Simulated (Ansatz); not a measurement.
**H$_{2}$Ge–AsH⁺, quartet: reading a ladder of total energies**

Geometry: that of the H2Ge–AsH, triplet, kept fixed. The doublet lies 1.6 eV lower here.

```xyz
5

Ge    0.0000   -0.0566    1.2141
As    0.0000    0.0562   -1.2063
H    -1.2446    0.6821    1.7739
H     1.2446    0.6822    1.7739
H     0.0000   -1.4603   -1.3789
```

Basis cc-pVDZ; Ansatz 0.2.0. Only valence electrons are correlated (noble-gas cores and the filled d shells of p-block atoms frozen), which leaves 11 electrons in 41 orbitals. Prefix R: restricted or restricted open-shell reference; prefix U: unrestricted. No spin–orbit coupling is included, and no scalar relativity.

Full CI isn't at hand for all of this; UCCSDT(Q) serves as the reference, and is uncertain by the last step of the cluster series or more.

UCCSD has a T1 diagnostic of 0.020 and a largest doubles amplitude of 0.06.

Runs differ by some tens of microhartree through their thresholds and, for an open shell, their frozen cores, so steps under 0.03 kcal/mol mean nothing.

Here the R and U totals at CCSDT(Q) differ by 0.34 kcal/mol, a measure of how far such totals hang on the determinant and its frozen core.

```
    level  total energy (hartree)
      UHF            -4310.893130
     UMP2            -4311.038764
    UCCSD            -4311.077431
 UCCSD(T)            -4311.082254
   UCCSDT            -4311.083497
UCCSDT(Q)            -4311.083691
```

What is the correlation energy at UCCSDT(Q), and what share of it do UMP2 and UCCSD(T) recover?

E(corr) = -4311.083691 − (-4310.893130) = -0.190561 hartree = -5.185 eV. UMP2: -0.145634 / -0.190561 = 76.42 %. UCCSD(T): -0.189124 / -0.190561 = 99.25 %.

By how many kcal/mol does UCCSD(T) miss UCCSDT(Q) (1 hartree = 627.509 kcal/mol), and which steps make up the rest?

-4311.082254 − (-4311.083691) = 0.001437 hartree = 0.90 kcal/mol. Steps: UCCSDT − UCCSD(T) = -0.78, UCCSDT(Q) − UCCSDT = -0.12 kcal/mol. Differences between like states or geometries often cancel part of this.
